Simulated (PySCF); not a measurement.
Gas-phase reaction: C₃H₈ → C₃H₄ (propyne) + 2 H₂

Energies from PySCF, thermal terms from the rigid-rotor harmonic-oscillator model, ideal gas at 1 bar. Table values come from the NASA 1993 polynomials. † marks an energy on the PBE0/def2-TZVP geometry and frequencies; other levels use their own. 6-31G* has spherical d functions here. All species are closed-shell singlets. B3LYP is the form with VWN-RPA correlation.

Levels: a) PBE/def2-SVP; b) B3LYP/6-31G*; c) B3LYP/def2-TZVP†; d) PBE0/def2-SVP†; e) M06-2X/def2-TZVP†.

### Question
Order the levels by the distance of their ΔH°(298 K) from the table for this reaction, closest first.

### Answer
e (+1 kJ), c (-10 kJ), b (+22 kJ), a (+36 kJ), d (+62 kJ)

The table gives 289 kJ. The order holds for this reaction alone, and for the 1993 entries, some of which have been revised since.
